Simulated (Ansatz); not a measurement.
Corundum (α-Al2O3), treated with rVV10 (PAW; Ansatz, a quantum-chemistry and plane-wave program).

Run with plane-wave cutoff 520 eV, 8×8×8 k mesh, Fermi–Dirac smearing 0.01 eV, scalar-relativistic PAW data made under PBE.

Results at a series of volumes:

```
V (Å³/atom)  E − E_lowest (meV/atom)  P (GPa)
-----------  -----------------------  -------
8.457                          10.78    10.15
8.633                           2.60     4.82
8.809                           0.00    -0.01
8.986                           2.45    -4.37
9.162                           9.47    -8.32
```

Task: Estimate the bulk modulus from the pressures at 8.633 and 8.986 Å³/atom, and compare it with a fit to all energies.

Result: B = −V dP/dV. Between V = 8.633 and 8.986 Å³/atom, dP/dV = (-4.37 − (4.82))/(8.986 − 8.633) = -26.0 GPa per Å³/atom; at the midpoint 8.809 Å³/atom this gives B ≈ 229 GPa. The third-order Birch–Murnaghan fit gives V0 = 8.809 Å³/atom, B0 = 229 GPa, B′ = 4.0, which lies within 1 % of that estimate.

Shape and atoms are relaxed at each volume.

Measured, for comparison: bulk modulus 254 GPa (298 K, copied from a table, unchecked, no zero-point or thermal correction, with K' = 4.34, our sources range from 239 to 254; as tabulated in BurnMan's mineral tables). Computed (rounded) less measured: bulk modulus not scored (unchecked).

Note: the bulk modulus comes from volumes at which shape and atoms were relaxed.

The computed numbers hold no vibrational or temperature effects.
